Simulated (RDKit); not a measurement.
RDKit input (UFF):

```python
from rdkit import Chem
from rdkit.Chem import AllChem, rdDetermineBonds

mol = Chem.MolFromXYZFile('mol.xyz')
rdDetermineBonds.DetermineBonds(mol, charge=1)
print('SMILES', Chem.MolToSmiles(Chem.RemoveHs(mol)))
ff = AllChem.UFFGetMoleculeForceField(mol)
e0 = ff.CalcEnergy()
flag = ff.Minimize(maxIts=5000, forceTol=1e-5)
print(f'energy {e0:.4f} -> {ff.CalcEnergy():.4f} kcal/mol, converged: {flag == 0}')
print(Chem.MolToXYZBlock(mol))
```
mol.xyz:
```
8

C     -0.13468339    -1.70254242    -0.01346726
C      0.62070568    -0.59582440    -0.00184907
C      0.02614069     0.67530082     0.00522470
H     -1.21651456    -1.66781317    -0.01784364
H      0.33619508    -2.67690930    -0.01882473
H      1.70529948    -0.60535527     0.00272993
N     -0.43629138     1.72086322     0.01115740
H     -0.84391818     2.64243120     0.01638639
```

Output:

```
SMILES C=CC#[NH+]
energy 1.8066 -> 0.3859 kcal/mol, converged: True
8

C     -0.120360   -1.702019   -0.013402
C      0.630244   -0.606231   -0.001892
C      0.027259    0.699120    0.005410
H     -1.202115   -1.639901   -0.017562
H      0.347518   -2.677890   -0.018787
H      1.709166   -0.690845    0.002086
N     -0.457698    1.749790    0.011289
H     -0.877081    2.658128    0.016371
```

The dipole moment of an ion depends on the origin.
